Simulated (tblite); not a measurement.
Compound: H₂O₂P (charge -1).
SMILES with atom numbers: `[O:1]=[PH2:2][O-:3]` (hydrogens: H4, H5 on P2)

Computed values, GFN2-xTB/tblite, gas phase, harmonic and unscaled. Against measured fundamentals such values can be off by several per cent, at times by over 20. Modes of hydrogen on phosphorus can be 10 to 20 % off.

Harmonic wavenumbers (cm⁻¹): 492.8, 762.1, 937.7, 1060.6, 1128.7, 1204.5, 1291.3, 2157.7, 2203.5.

A = 34444, B = 9388, C = 7884 MHz; mass 64.979 u (most abundant isotopes); point group C2v, symmetry number 2.

Problem. Zero-point energy?

Solution. ½Σν̃ = 5619 cm⁻¹ = 67.22 kJ/mol.

Problem. What is S at 298.15 K and 1 bar for an ideal gas of classical rigid rotors and harmonic oscillators?

Solution. Translation 160.91, rotation 87.79, vibration 5.17: S = 253.9 J/(mol K).

Problem. And Cp and H(298.15 K) − H(0)?

Solution. Cp = 47.36 J/(mol K), of which vibrations give 14.10 (their classical limit is 9 R = 74.8); H(298.15 K) − H(0) = 11.09 kJ/mol without the zero-point energy, 1.17 from vibrations.

Problem. What must be added to the electronic energy to get the Gibbs energy at 298.15 K and 1 bar?

Solution. ZPE + [H(298.15 K) − H(0)] − T·S = 67.22 + 11.09 − 75.69 = 2.62 kJ/mol.

Problem. How do the functions run with temperature in this model?

Solution. 
```tsv
T (K)	S (J/(mol K))	Cp (J/(mol K))	H − H(0) (kJ/mol)	G − H(0) (kJ/mol)	ln q(vib)
50	189.3	33.3	1.66	-7.80	0.00
100	212.4	33.6	3.33	-17.91	0.00
373.15	265.3	54.7	14.92	-84.08	0.29
500	282.9	65.9	22.59	-118.87	0.61
750	312.8	81.1	41.13	-193.46	1.42
1000	337.5	90.1	62.63	-274.83	2.30
```

q(vib) and H(0) count from the zero-point level.

Hardware: an Intel Xeon Platinum 8175M at 2.50 GHz with one thread, shared host with 32 logical CPUs at a one-minute load of 28. Cost: 0.14 s of wall time. This covers the Hessian and the dipole derivatives.
